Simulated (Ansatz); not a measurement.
A run for Ansatz (a first-principles code): R-wB97M-V/def2-TZVPPD on CH4O (SMILES CO) with ghost functions. Files ending in .json are basis or fitting sets from the Basis Set Exchange.

Ansatz 0.2 input:
```yaml
crystal:
  periodic: [false, false, false]
  atoms:
    - {symbol: O, position_ang: [-1.30801461, 0.45421850, -0.00376453]}
    - {symbol: H, position_ang: [-0.34374561, 0.42174650, -0.00341053]}
    - {symbol: C, position_ang: [-1.76944361, -0.88123350, 0.00450847]}
    - {symbol: H, position_ang: [-2.85572961, -0.84984650, 0.00364547]}
    - {symbol: H, position_ang: [-1.44741861, -1.44071750, -0.87702053]}
    - {symbol: H, position_ang: [-1.44848061, -1.42941250, 0.89350147]}
basis:
  gaussian:
    orbitals: def2-TZVPPD.json
    ghost_atoms:
      - {symbol: O, position_ang: [2.63256739, 0.32407150, -0.00021653]}
      - {symbol: H, position_ang: [3.07177139, 0.71222350, -0.76008853]}
      - {symbol: H, position_ang: [3.07045139, 0.72667550, 0.75287347]}
hamiltonian:
  xc: {name: wB97M-V}
scf: {lower_state_search: off}
```

The head of its log:

```
WARN ansatz: RAYON_NUM_THREADS=1 ignored (pool sized by the plan → 1); use --threads N
Functional definition: wB97M-V
these checks for a lower state are left out or cut short: stability, starts, cluster_reference, orbital_swaps, neighbouring_geometries, increment
integrals: 0.11 GiB planned
880 factors; their error is unknown
integrals: 0.15 GiB planned
306 factors; integrals over basis functions are off by at most 3.0e-5 eV
mean field: 1.10 GiB planned
mean field evaluation 1: about -3145.9418 eV, gradient 4.1e1 eV
mean field evaluation 2: about -3146.1281 eV, gradient 4.2e1 eV
```

Question: Predict the final total energy.

Answer: -115.7196 hartree.
